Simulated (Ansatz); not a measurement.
Results of PBEsol+SOC (Ansatz, a first-principles code, plane waves, PAW) for hcp Hf.

Run with plane-wave cutoff 520 eV, 18×18×12 k mesh (along the axes of the cell as run), Fermi–Dirac smearing 0.05 eV, PAW data made under PBE.

Cell (relaxed at this level):

Space group P6₃/mmc (No. 194); a = 3.1548 Å, b = 3.1548 Å, c = 4.9978 Å, α = 90.00°, β = 90.00°, γ = 120.00°

| atom | site | symmetry | x | y | z |
|---|---|---|---|---|---|
| Hf | 2c | -6m2 | 0.3333 | 0.6667 | 0.2500 |

Question: Predict the bulk modulus B0 and pressure derivative B′ of the bulk modulus.

Answer: 
- bulk modulus B0 = 113 GPa
- pressure derivative B′ of the bulk modulus = 3.4

The run finds no gap.

Measured, for comparison: bulk modulus 110 GPa (zero-point energy and finite temperature contributions removed; as tabulated in doi:10.1021/acs.jctc.3c00612). Computed (rounded) less measured: bulk modulus +3 %.

Note: the bulk modulus comes from volumes at which shape and atoms were relaxed.

Static lattice: no zero-point or thermal effects.

Cost on a shared machine: about 50 core-minutes (a rough figure).
